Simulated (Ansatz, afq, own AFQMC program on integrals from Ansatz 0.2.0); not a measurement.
# AFQMC, coupled cluster and functionals along a coordinate of H2 + Br, doublet

```tsv
atom	x (Å)	y (Å)	z (Å)
H	0.0000	0.0000	-1.1120
H	0.0000	0.0000	-0.3670
Br	0.0000	0.0000	1.4790
```

A hydrogen atom is moved from one rigid fragment to the other; the H1–H2 distance tells how far. The two fragments are held close together, so this isn't a minimum-energy path and the start is a compressed complex. Energies in kJ/mol count from this geometry (0.745 Å) at the same level; the start stands on UHF, each point on the determinant named.

Basis cc-pVTZ. Noble-gas cores (and the filled d shells of Ga–Kr and In–Xe) are frozen. Ansatz 0.2.0 and our own AFQMC program on the same integrals; the CISD trial comes from CCSD amplitudes, and released means the phaseless constraint is let go. Error bars are statistical, one sigma. No spin–orbit coupling.

Cautions, each for one point or more: inner d shell frozen; no relativity below Rb; no spin-orbit coupling; unrestricted determinant slightly spin contaminated.

```
r(H1–H2) / Å  det.     T1  weight  ⟨S²⟩    HF  r2SCAN  CCSD(T)
       0.835   UHF  0.013    0.91  0.78  17.1     1.5      9.2
       0.880   UHF  0.014    0.91  0.79  28.3     5.8     17.1
       0.926   UHF  0.015    0.91  0.80  38.7    11.0     25.4
       0.971   UHF  0.016    0.91  0.80  46.6    15.9     32.7
       1.061   UHF  0.015    0.91  0.79  54.1    24.9     43.2
```

Question: Estimate the curve of CCSDT(Q), counted from the same start.

Answer: 
| r(H1–H2) / Å | det. | T1 | weight | ⟨S²⟩ | CCSDT(Q) | ph-AFQMC/CISD | released AFQMC |
| --- | --- | --- | --- | --- | --- | --- | --- |
| 0.835 | UHF | 0.013 | 0.91 | 0.78 | 9.0 | 9.1 ± 0.3 | 9.0 ± 0.3 |
| 0.880 | UHF | 0.014 | 0.91 | 0.79 | 16.9 | 16.7 ± 0.3 | 17.2 ± 0.4 |
| 0.926 | UHF | 0.015 | 0.91 | 0.80 | 25.1 | 25.0 ± 0.3 | 25.4 ± 0.3 |
| 0.971 | UHF | 0.016 | 0.91 | 0.80 | 32.3 | 32.4 ± 0.3 | 32.5 ± 0.4 |
| 1.061 | UHF | 0.015 | 0.91 | 0.79 | 42.9 | 42.9 ± 0.3 | – |

Weight is that of the determinant in the CISD state; at the start T1 is 0.011 and the weight 0.91, and ⟨S²⟩ is 0.77. A dash marks a missing value, a released energy that hasn't settled or a functional that sits on another state. Largest departures from CCSDT(Q), at the points where its series has closed: CCSD(T) 0.3 kJ/mol at 0.971 (on UHF), ph-AFQMC/CISD -0.2 kJ/mol at 0.926 (on UHF) (within the noise), released AFQMC 0.3 kJ/mol at 0.880 (on UHF) (within the noise), HF 14.3 kJ/mol at 0.971 (on UHF), r2SCAN -18.0 kJ/mol at 1.061. Functionals count only at points shown to share the start's state and spin.

CCSDT and higher add their correlation energy to the determinant of the CCSD(T) run, since their own runs factorise the integrals more tightly (a shift of under 2 meV). A walk keeps the symmetry of its determinant, which the program's search chose and which needn't be the lowest solution, so a lower state of the same spin and another symmetry isn't excluded. Released energies are given only where the last usable release times agree within the noise; a slower fall can still hide under it.
